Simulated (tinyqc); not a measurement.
Worked calculation: CCSD on RHF in the sto-3g basis, frozen core, for HF, spin multiplicity 1. One step of it, computed by the program tinyqc.

Question. CCSD: starting amplitudes. t_ij^ab = <ij||ab> / (e_i + e_j - e_a - e_b), whose energy is MP2.

orbital energies (hartree): [-25.891196, -1.519055, -0.618724, -0.470739, -0.470739, 0.763089]

Two-electron integrals over orbitals (pq|rs), unique and non-zero (hartree); the lowest 1 orbital is frozen and left out:
```
(22|22) 0.863840    (32|22) 0.011559    (32|32) 0.156757    (33|22) 0.777427
(33|32) -0.072475   (33|33) 0.834856    (42|42) 0.174665    (43|42) -0.049622
(43|43) 0.057450    (44|22) 0.870642    (44|32) -0.072911   (44|33) 0.798344
(44|44) 0.997514    (52|52) 0.174665    (53|52) -0.049622   (53|53) 0.057450
(54|54) 0.053770    (55|22) 0.870642    (55|32) -0.072911   (55|33) 0.798344
(55|44) 0.889973    (55|55) 0.997514    (62|22) -0.146997   (62|32) -0.025617
(62|33) -0.057231   (62|44) -0.149042   (62|55) -0.149042   (62|62) 0.103435
(63|22) -0.122870   (63|32) 0.087720    (63|33) -0.139282   (63|44) -0.164550
(63|55) -0.164550   (63|62) 0.063454    (63|63) 0.141019    (64|42) -0.049210
(64|43) -0.008253   (64|64) 0.033116    (65|52) -0.049210   (65|53) -0.008253
(65|65) 0.033116    (66|22) 0.706405    (66|32) 0.082303    (66|33) 0.665801
(66|44) 0.660905    (66|55) 0.660905    (66|62) -0.070929   (66|63) -0.008328
(66|66) 0.721093
```

Give: Starting amplitudes; correlation energy.

Answer.

Starting amplitudes (spin orbitals 1a, 1b, ...; amplitudes related by a flip of all spins are not repeated):
```
from      to        t
3a 3b  6a 6b  -0.0510
2a 2b  6a 6b  -0.0227
2a 3b  6a 6b  -0.0173
5a 5b  6a 6b  -0.0134
4a 4b  6a 6b  -0.0134
```

correlation energy = -0.012626 hartree
